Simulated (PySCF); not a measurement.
**How the method moves the adiabatic energies of losing or gaining an electron of `BP` (BH4P)**

All levels share the PBE0-D3(BJ)/ma-def2-SVP structures and the PBE0-D3(BJ)/ma-def2-SVP thermal terms; only the single-point energies (PySCF) change. Values are adiabatic energies of losing or gaining an electron (0 K, eV).

| level | electron affinity to the radical anion | ionisation energy to the radical cation | time |
| --- | --- | --- | --- |
| HF/ma-def2-TZVP | -0.44 | 8.04 | 7.9 s |
| MP2/ma-def2-TZVP | 0.09 | 9.18 | 16 s |
| CCSD(T)/ma-def2-TZVP | 0.11 | 9.24 | 4.5 min |
| CAM-B3LYP-D3(BJ)/ma-def2-TZVP | 0.25 | 9.31 | – |

Times are wall times for all single points of a level on 1 thread of Arm Neoverse V2, a shared host; the dash marks the run that also made the structures.

Hartree-Fock leaves out electron correlation, so its ionisation energies and electron affinities from energy differences come out too low, often by 1 eV or more.

A negative electron affinity means that the anion is unbound at that level, so the value hangs on the basis.

The widest spread is that of ionisation energy to the radical cation: 1.27 eV, from 8.04 to 9.31.
